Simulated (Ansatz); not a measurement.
Two shapes of singlet N₂O.

Shape 1:

```xyz
3

N     0.0436   -0.0227   -1.2037
N    -0.0394    0.0049   -0.0379
O    -0.0400    0.0017    1.0748
```

Shape 2:

```xyz
3

N     0.0000    0.0000   -1.2898
N     0.0000    0.0000   -0.0737
O     0.0000    0.0000    1.1931
```

Basis set: cc-pVTZ (spherical functions). Frozen core: 3 orbitals. Charge 0, multiplicity 1.

Computed with Ansatz (development build ahead of 0.2.0); each method stands on the lowest determinant of its kind that the runs found.

Q: Which shape is lower in energy, and by how much in each method?

A:

```json
{"method": "RHF", "E(2) − E(1) (eV)": "0.942"}
{"method": "RHF-MP2", "E(2) − E(1) (eV)": "0.175"}
```

Shape 1 is lower. Caution: in another basis set an unrestricted determinant lies well below.
